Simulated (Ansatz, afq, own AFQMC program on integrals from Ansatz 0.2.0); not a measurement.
**H2Br, doublet: AFQMC among the cluster methods**

```xyz
3

Br    0.0000    0.0000   -1.2869
H     0.0000    0.0000    0.1337
H     0.0000    0.0000    1.1531
```

Basis cc-pVTZ. Noble-gas cores (and the filled d shells of Ga–Kr and In–Xe) are frozen. Integrals, coupled cluster, full CI and functionals: Ansatz 0.2.0; the random walks run on the same integrals in our own AFQMC program. ph-AFQMC/CISD is guided by a CISD state made of CCSD amplitudes; releasing the constraint for a short imaginary time cuts its bias at the price of noise, slowly where states lie close. Uncertainties: one standard error, sampling alone. No spin–orbit coupling.

Determinant: UHF, the one that the program's search chose, which needn't be the lowest solution. The geometry is a point of a scan.

No full CI on the walks' own integrals is used here; CCSDT(Q) serves as the reference and is uncertain by about the last step of the cluster series.

Cautions: no relativity below Rb; no spin-orbit coupling; inner d shell frozen; the released energies are still falling, so no released level is given (meV from the phaseless value at times in 1/Eh: -2.2 ± 1.7 at 0.24, -0.4 ± 1.8 at 0.51, -3.5 ± 2.1 at 0.99, -4.4 ± 1.7 at 1.62, -7.1 ± 2.4 at 2.40), though the last usable value meets CCSDT(Q) within the noise.

- T1 diagnostic: 0.0128
- weight of the determinant in the CISD state: 0.913
- ⟨S²⟩ of the determinant: 0.775
- size of the correlated space: 9 electrons in 57 orbitals

Reference: CCSDT(Q), correlation energy -5.775 eV.

```
        level  E − E(reference) (meV)  share of correlation (%)
           HF                  5774.7                      0.00
          MP2                   813.9                     85.91
         CCSD                   214.7                     96.28
      CCSD(T)                    23.5                     99.59
        CCSDT                     6.9                     99.88
ph-AFQMC/CISD               2.9 ± 2.4                     99.95
```

A walk keeps the symmetry of its determinant, which the program's search chose and which needn't be the lowest solution, so a lower state of the same spin and another symmetry isn't excluded.
